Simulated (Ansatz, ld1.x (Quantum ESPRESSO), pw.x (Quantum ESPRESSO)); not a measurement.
# pw.x on bcc Mo: one setting changed

Potential: PAW, ld1.x (Quantum ESPRESSO) 7.5, LDA (PW92); core [Kr], reference 4d5 5s1 5p0; waves: 5s (bound): rcut 2.55, rcutus 2.95 bohr; 5s channel at 1.8 Ry: rcut 2.55, rcutus 2.95 bohr; 5p (bound, empty): rcut 3.45, rcutus 3.95 bohr; 5p channel at 3.75 Ry: rcut 3.45, rcutus 3.95 bohr; 4d (bound): rcut 2.20, rcutus 2.55 bohr; 4d channel at 2.25 Ry: rcut 2.20, rcutus 2.55 bohr; 4f channel at 0.05 Ry: rc 4.20 bohr; local part: the f channel; core correction: none; augmentation: BESSEL, radius 1.85 bohr.

The reference run (k-mesh 15³, cutoffs 40/320 Ry, Fermi–Dirac 0.01 Ry, mixing_beta 0.4, conv_thr 1e-9, no spin) gives -0.34 GPa at 15.067 Å³/atom, where all-electron LAPW gives 0.24 GPa. This run, with its own iteration cap, changes k-mesh shift to 1.

```
&control
  calculation='scf', prefix='x', pseudo_dir='./', outdir='./tmp', tstress=.true., disk_io='none'
/
&system
  ibrav=0, nat=1, ntyp=1, ecutwfc=40, ecutrho=320, nbnd=10,
  occupations='smearing', smearing='fd', degauss=0.01
/
&electrons
  conv_thr=1e-09, mixing_beta=0.4, electron_maxstep=70
/
ATOMIC_SPECIES
Mo 1.0 Mo.UPF
CELL_PARAMETERS angstrom
  -1.55592598 1.55592598 1.55592598
  1.55592598 -1.55592598 1.55592598
  1.55592598 1.55592598 -1.55592598
ATOMIC_POSITIONS crystal
Mo 0.0000 0.0000 0.0000
K_POINTS automatic
15 15 15 1 1 1
```

```bash
pw.x < Mo.scf.in > Mo.scf.out
```

How does the run end?

It converges in 9 iterations; the free energy moves by -4.0 meV/atom and the pressure by -0.30 GPa.

```
Message from routine setup:
     using ibrav=0 with symmetry is DISCOURAGED, use correct ibrav instead
     lattice parameter (alat)  =       5.0927  a.u.
     unit-cell volume          =     101.6772 (a.u.)^3
     number of electrons       =         6.00
     number of Kohn-Sham states=           10
     kinetic-energy cutoff     =      40.0000  Ry
     charge density cutoff     =     320.0000  Ry
     scf convergence threshold =      1.0E-09
     Exchange-correlation= SLA  PW   NOGX NOGC
     number of k points=   120  Fermi-Dirac smearing, width (Ry)=  0.0100
     iteration #  1     ecut=    40.00 Ry     beta= 0.40
     total energy              =    -248.62882172 Ry
     estimated scf accuracy    <       0.49859856 Ry
     iteration #  2     ecut=    40.00 Ry     beta= 0.40
     total energy              =    -248.61273011 Ry
     estimated scf accuracy    <       0.06932844 Ry
     iteration #  3     ecut=    40.00 Ry     beta= 0.40
     total energy              =    -248.61496837 Ry
     estimated scf accuracy    <       0.00020307 Ry
     [... 3 iterations left out ...]
     iteration #  7     ecut=    40.00 Ry     beta= 0.40
     total energy              =    -248.61533217 Ry
     estimated scf accuracy    <          6.9E-09 Ry
     iteration #  8     ecut=    40.00 Ry     beta= 0.40
     total energy              =    -248.61533219 Ry
     estimated scf accuracy    <       0.00000007 Ry
     iteration #  9     ecut=    40.00 Ry     beta= 0.40
     the Fermi energy is    15.1341 ev
!    total energy              =    -248.61533219 Ry
     estimated scf accuracy    <          9.7E-12 Ry
     smearing contrib. (-TS)   =      -0.00286849 Ry
     convergence has been achieved in   9 iterations
          total   stress  (Ry/bohr**3)                   (kbar)     P=       -6.42
     Message from routine punch:
     Nothing written, as per user request (disk_io='none')
```

The run took about 16 s on one core of a shared host (Intel(R) Xeon(R) Platinum 8488C, 192 threads, 744 GiB, load 154).
